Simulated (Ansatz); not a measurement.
Geometry optimisation, Ansatz 0.2.0, RKS PBE/def2-SVP.

The input (input.yaml):

```yaml
crystal:
  periodic: [false, false, false]
  atoms:
    - { symbol: Si, position_ang: [0.0, 0.0, 0.0] }
    - { symbol: O, position_ang: [0.0, 0.0, 2.03] }
    - { symbol: H, position_ang: [-0.9095, -0.2814, 2.3671] }
    - { symbol: H, position_ang: [1.3768, 0.0, -0.4862] }
    - { symbol: H, position_ang: [-0.6877, 1.1914, -0.4862] }
    - { symbol: H, position_ang: [-0.6877, -1.1914, -0.4862] }
    - { symbol: Cl, position_ang: [1.2683, -1.9259, 0.7662] }
    - { symbol: H, position_ang: [0.6739, -1.0233, 1.8701] }
basis:
  gaussian: { orbitals: def2-SVP }
hamiltonian:
  xc: pbe
relax:
  f_tol: 0.15
  max_steps: 25
  restrain:
    - { distance: [0, 6], at: 3.33, k: 30.0 }
    - { distance: [7, 1], at: 2.21, k: 30.0 }
    - { distance: [0, 1], at: 1.68, k: 30.0 }
    - { distance: [7, 6], at: 1.37, k: 30.0 }
output:
  orbitals: {}
```

Run as:

```bash
$ ansatz run input.yaml --threads 1 --pin off --max-ram 2048MiB --backend cpu --events-out ev --progress --plain --runs-dir out
```

**Question.** Where does it end, and by what steps?

**Answer.** The forces met the threshold. The restraints hold the end off the free minimum. After 11 steps the energy has fallen by 1.577 eV (the restraints' own energy left out); H8 moved furthest, 0.78 Å. Parted: Si1–Cl7 (2.43 → 3.34 Å).

```json
{"step": "0", "energy less start (eV)": "0.0000", "largest force component (eV/Å)": "2.225", "accepted": "yes"}
{"step": "1", "energy less start (eV)": "-0.4327", "largest force component (eV/Å)": "2.533", "accepted": "yes"}
{"step": "2", "energy less start (eV)": "-0.6942", "largest force component (eV/Å)": "4.027", "accepted": "yes"}
{"step": "3", "energy less start (eV)": "-1.1665", "largest force component (eV/Å)": "2.668", "accepted": "yes"}
{"step": "4", "energy less start (eV)": "-1.5075", "largest force component (eV/Å)": "0.930", "accepted": "yes"}
{"step": "5", "energy less start (eV)": "-1.4887", "largest force component (eV/Å)": "0.943", "accepted": "no"}
{"step": "6", "energy less start (eV)": "-1.5583", "largest force component (eV/Å)": "0.656", "accepted": "yes"}
{"step": "7", "energy less start (eV)": "-1.5665", "largest force component (eV/Å)": "0.653", "accepted": "yes"}
{"step": "8", "energy less start (eV)": "-1.5493", "largest force component (eV/Å)": "1.030", "accepted": "no"}
{"step": "9", "energy less start (eV)": "-1.5674", "largest force component (eV/Å)": "0.771", "accepted": "yes"}
{"step": "10", "energy less start (eV)": "-1.5726", "largest force component (eV/Å)": "0.741", "accepted": "yes"}
{"step": "11", "energy less start (eV)": "-1.5766", "largest force component (eV/Å)": "0.738", "accepted": "yes"}
```

```xyz
8
Properties=species:S:1:pos:R:3
Si -0.149 0.144 0.035
O -0.129 0.154 1.725
H -1.005 0.059 2.144
H 1.277 0.267 -0.394
H -0.925 1.342 -0.463
H -0.802 -1.086 -0.531
Cl 1.575 -2.517 1.083
H 1.192 -1.593 1.975
```

Time of the run: 26 s on 1 thread of Arm Neoverse V1, on a shared host, peak memory 0.14 GiB.
